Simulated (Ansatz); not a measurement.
A run for Ansatz (a quantum-chemistry and plane-wave program): U-CCSD(T)/aug-cc-pVTZ on NH2 (SMILES [NH2]), 2S+1 = 2, atoms moved off the minimum.

Ansatz 0.2 input:
```yaml
crystal:
  periodic: [false, false, false]
  atoms:
    - {symbol: N, position_ang: [0.01170197, 0.18539594, -0.16408209]}
    - {symbol: H, position_ang: [-0.78521529, -0.56808215, -0.09181970]}
    - {symbol: H, position_ang: [0.79795747, -0.51675841, 0.00196189]}
basis:
  gaussian:
    orbitals: aug-cc-pVTZ
magnetization: {spin_polarized: true, initial_magnetization: 1}
correlation: {method: ccsd_t, electrons: outside_noble_gas}
scf: {omitted_lower_state_checks: [cluster_reference]}
output: {forces: true}
```

Output:

```
WARN ansatz: RAYON_NUM_THREADS=1 ignored (pool sized by the plan → 1); use --threads N
Functional definition: HF
these checks for a lower state are left out or cut short: cluster_reference
integrals: 0.14 GiB planned
523 factors; integrals over basis functions are off by at most 1.2e-3 eV
mean field: 0.15 GiB planned
mean field evaluation 1: about -1511.6145 eV, gradient 1.3e1 eV
mean field evaluation 2: about -1511.6150 eV, gradient 1.3e1 eV
mean field evaluation 4: about -1512.3553 eV, gradient 1.4e0 eV
mean field evaluation 8: about -1512.3727 eV, gradient 6.0e-4 eV
mean field -1512.37265160 eV, -55.5786698233 hartree, gradient 2.9e-6 eV, S^2 0.761453; 0 other end points of the search recorded, 0 dependent functions left out
1 core orbitals not correlated
reference -1512.37265160 eV, -55.5786698233 hartree; 4, 3 occupied and 87, 88 virtual orbitals, 523 factors
densities: 0.73 GiB planned
second order -5.21793057 eV of doubles, -0.00000000 eV of singles
coupled cluster: 0.49 GiB planned
cycle   1  -5.51898777 eV  change   -3.0e-1 eV  update   4.3e-2
cycle   2  -5.66860396 eV  change   -1.5e-1 eV  update   1.6e-2
cycle   3  -5.69380532 eV  change   -2.5e-2 eV  update   6.7e-3
cycle   4  -5.69307195 eV  change    7.3e-4 eV  update   2.5e-3
cycle   5  -5.69349221 eV  change   -4.2e-4 eV  update   1.0e-3
cycle   6  -5.69380317 eV  change   -3.1e-4 eV  update   4.2e-4
cycle   7  -5.69387430 eV  change   -7.1e-5 eV  update   1.5e-4
cycle   8  -5.69391330 eV  change   -3.9e-5 eV  update   5.3e-5
cycle   9  -5.69391050 eV  change    2.8e-6 eV  update   2.1e-5
cycle  10  -5.69391027 eV  change    2.3e-7 eV  update   8.3e-6
cycle  11  -5.69391217 eV  change   -1.9e-6 eV  update   3.5e-6
cycle  12  -5.69391099 eV  change    1.2e-6 eV  update   1.4e-6
cycle  13  -5.69391080 eV  change    1.8e-7 eV  update   4.3e-7
perturbative correction -0.18278295 eV, -0.0067171496 hartree
the calculation of the forces begins
Total energy: -1518.24934536 eV, -55.7946343355 hartree
Atom 0 at     0.011702     0.185396    -0.164082 Å, force    -0.637962    -2.842659     0.425539 eV/Å
Atom 1 at    -0.785215    -0.568082    -0.091820 Å, force     1.162301     1.732381    -0.209396 eV/Å
Atom 2 at     0.797957    -0.516758     0.001962 Å, force    -0.524339     1.110279    -0.216143 eV/Å
Dipole moment:     0.005919    -0.369939     0.061121 e Å
Checks for a lower state left out: cluster_reference
```

Self-consistency was reached.

Cost: around 21 core-seconds (rough).
